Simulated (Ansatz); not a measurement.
C2H5NO can be A, `C=NCO`, or B, `C/C=N/O`.

Calculated with Ansatz (gas phase, PBE0-D4/def2-TZVP geometries, no zero-point term in ΔE). CBS: MP2 limit from def2 TZ/QZ plus the TZ coupled-cluster correction, frozen cores. Functionals use def2-TZVPP. B3LYP here is the variant with VWN-RPA as its local correlation; programs differ in this. Each species was taken in one conformer, which may not be the lowest.

(1) Which is lower in electronic energy at CCSD(T)/CBS, and by how much? (An estimate is asked.)

(2) Give E(B) − E(A) in kJ/mol with CCSD/def2-TZVPP, LDA (SPW92), ωB97M-V, r2SCAN-D4, B3LYP-D4, B3LYP, B2PLYP. (An estimate is asked.)

(3) Does the order hold for the free energy at 298.15 K (harmonic terms from PBE0-D4)? (An estimate is asked.)

Largest T1 diagnostic: 0.013.

## Answers

(1) Ansatz gave: A, by 65.0 kJ/mol.

(2) Computed: CCSD/def2-TZVPP 69.0, LDA (SPW92) 47.2, ωB97M-V 61.0, r2SCAN-D4 52.5, B3LYP-D4 58.8, B3LYP 57.9, B2PLYP 62.6. None reverses the order clearly.

(3) The calculation gave: Yes: G(B) − G(A) = +64.2 kJ/mol, for one conformer each.

From r2SCAN to r2SCAN0 (25 % exact exchange), in def2-TZVPP and without D4, E(B) − E(A) moves by +8.3 kJ/mol. At CCSD(T), def2-SVP lies −3.8 kJ/mol from the extrapolated value and def2-TZVPP +0.4 kJ/mol.
